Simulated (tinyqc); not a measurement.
Coupled-perturbed Hartree-Fock on RHF in the sto-3g basis, for H2O, spin multiplicity 1, step by step. One step of it, computed by the program tinyqc.

Question. Coupled step 2. U_ai = -(mu_ai + sum_bj [4 (ai|bj) - (ab|ij) - (aj|bi)] U_bj) / (e_a - e_i); alpha = -4 sum U_ai mu_ai.

U after step 1:
```
,i1,i2,i3,i4,i5
a6,-0.000925,0.019000,0.000000,0.416970,0.000000
a7,0.000000,0.000000,0.403386,0.000000,0.000000
```

dipole integrals <a|z|i> (bohr):
```
,i1,i2,i3,i4,i5
a6,0.042112,-0.132202,0.000000,-0.415262,0.000000
a7,0.000000,0.000000,-0.606178,0.000000,0.000000
```

orbital energies (hartree): MO1 -20.233989, MO2 -1.300974, MO3 -0.654027, MO4 -0.457402, MO5 -0.395709, MO6 0.666765, MO7 0.822693

Two-electron integrals over orbitals (pq|rs), unique and non-zero (hartree):
```
p,q,r,s,(pq|rs)
1,1,1,1,4.743352
2,1,1,1,-0.412959
2,1,2,1,0.057369
2,2,1,1,1.002740
2,2,2,1,-0.012075
2,2,2,2,0.734929
3,1,3,1,0.011282
3,2,3,1,0.018368
3,2,3,2,0.149874
3,3,1,1,0.818747
3,3,2,1,-0.004352
3,3,2,2,0.658969
3,3,3,3,0.651228
4,1,1,1,0.186829
4,1,2,1,-0.022156
4,1,2,2,0.017583
4,1,3,3,0.006780
4,1,4,1,0.028983
4,2,1,1,-0.114708
4,2,2,1,0.009575
4,2,2,2,0.016629
4,2,3,3,0.008093
4,2,4,1,0.019394
4,2,4,2,0.119996
4,3,3,1,-0.003824
4,3,3,2,0.015313
4,3,4,3,0.044443
4,4,1,1,1.025486
4,4,2,1,-0.014610
4,4,2,2,0.681101
4,4,3,3,0.613598
4,4,4,1,-0.012536
4,4,4,2,-0.104895
4,4,4,4,0.816608
5,1,5,1,0.026086
5,2,5,1,0.032236
5,2,5,2,0.142717
5,3,5,3,0.030049
5,4,5,1,-0.013801
5,4,5,2,-0.046965
5,4,5,4,0.058460
5,5,1,1,1.115326
5,5,2,1,-0.011553
5,5,2,2,0.746902
5,5,3,3,0.641448
5,5,4,1,0.005189
5,5,4,2,-0.061332
5,5,4,4,0.743271
5,5,5,5,0.880159
6,1,1,1,-0.255529
6,1,2,1,0.038309
6,1,2,2,-0.000458
6,1,3,3,-0.000146
6,1,4,1,-0.001912
6,1,4,2,0.019869
6,1,4,4,-0.020354
6,1,5,5,-0.006552
6,1,6,1,0.033752
6,2,1,1,0.323629
6,2,2,1,-0.006945
6,2,2,2,0.146005
6,2,3,3,0.079679
6,2,4,1,0.018642
6,2,4,2,0.018209
6,2,4,4,0.099623
6,2,5,5,0.164202
6,2,6,1,0.005205
6,2,6,2,0.104357
6,3,3,1,0.003336
6,3,3,2,-0.041251
6,3,4,3,-0.024461
6,3,6,3,0.069278
6,4,1,1,0.196275
6,4,2,1,-0.001555
6,4,2,2,0.084371
6,4,3,3,0.040777
6,4,4,1,0.003300
6,4,4,2,-0.021323
6,4,4,4,0.111628
6,4,5,5,0.101379
6,4,6,1,0.000743
6,4,6,2,0.059673
6,4,6,4,0.057116
6,5,5,1,0.016913
6,5,5,2,0.062250
6,5,5,4,-0.004896
6,5,6,5,0.040566
6,6,1,1,0.809145
6,6,2,1,-0.006757
6,6,2,2,0.622009
6,6,3,3,0.579543
6,6,4,1,0.022401
6,6,4,2,0.062447
6,6,4,4,0.549643
6,6,5,5,0.592418
6,6,6,1,0.007751
6,6,6,2,0.096885
6,6,6,4,0.041802
6,6,6,6,0.599958
7,1,3,1,0.015912
7,1,3,2,0.023920
7,1,4,3,-0.005606
7,1,6,3,0.004205
7,1,7,1,0.022519
7,2,3,1,0.013492
7,2,3,2,0.034243
7,2,4,3,-0.034408
7,2,6,3,0.036946
7,2,7,1,0.017959
7,2,7,2,0.059317
7,3,1,1,0.360166
7,3,2,1,-0.007859
7,3,2,2,0.128864
7,3,3,3,0.092070
7,3,4,1,-0.001189
7,3,4,2,-0.073623
7,3,4,4,0.167077
7,3,5,5,0.184674
7,3,6,1,-0.007560
7,3,6,2,0.079263
7,3,6,4,0.067853
7,3,6,6,0.035497
7,3,7,3,0.149352
7,4,3,1,-0.010154
7,4,3,2,-0.077330
7,4,4,3,0.009029
7,4,6,3,0.039917
7,4,7,1,-0.013978
7,4,7,2,-0.016281
7,4,7,4,0.067518
7,5,5,3,0.023538
7,5,7,5,0.024008
7,6,3,1,0.010016
7,6,3,2,0.103355
7,6,4,3,0.040540
7,6,6,3,-0.063884
7,6,7,1,0.013260
7,6,7,2,-0.012166
7,6,7,4,-0.056348
7,6,7,6,0.116466
7,7,1,1,0.884261
7,7,2,1,-0.009774
7,7,2,2,0.631985
7,7,3,3,0.623487
7,7,4,1,0.004251
7,7,4,2,-0.011238
7,7,4,4,0.620672
7,7,5,5,0.632213
7,7,6,1,-0.005920
7,7,6,2,0.072134
7,7,6,4,0.037222
7,7,6,6,0.571772
7,7,7,3,0.093172
7,7,7,7,0.629690
```

Give: U after step 2; polarisability.

Answer.

U after step 2:
```
,i1,i2,i3,i4,i5
a6,-0.0008,0.0092,0.0000,0.4392,0.0000
a7,0.0000,0.0000,0.4022,0.0000,0.0000
```

polarisability = 1.7098 bohr^3
